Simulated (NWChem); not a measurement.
ammonia (NH$_{3}$); SMILES N

Results from NWChem. Pople sets run with spherical d functions. B3LYP is NWChem's, with the RPA form of VWN correlation. Each level has its own optimisation; frequencies are unscaled.

```csv
level,r H–N (Å),highest harmonic frequency (cm⁻¹),lowest (cm⁻¹),zero-point energy (kcal/mol),dipole (D)
Hartree-Fock/STO-3G,1.033,4108,1412,25.2,1.88
Hartree-Fock/3-21G,1.003,3801,855,22.6,1.75
Hartree-Fock/6-31G*,1.003,3816,1211,23.2,1.91
B3LYP/6-31G*,1.019,3570,1129,21.7,1.89
"LDA (Slater exchange, VWN5)/def2-SVP",1.030,3519,970,20.8,1.81
PBE/def2-SVP,1.031,?,1053,20.9,1.78
BLYP/def2-SVP,1.033,3426,1064,20.7,1.74
PBE0/def2-SVP,1.020,3628,1059,21.6,1.79
```

Question: Complete the blanks.

Answer: 
- PBE/def2-SVP, highest harmonic frequency (cm⁻¹): 3482
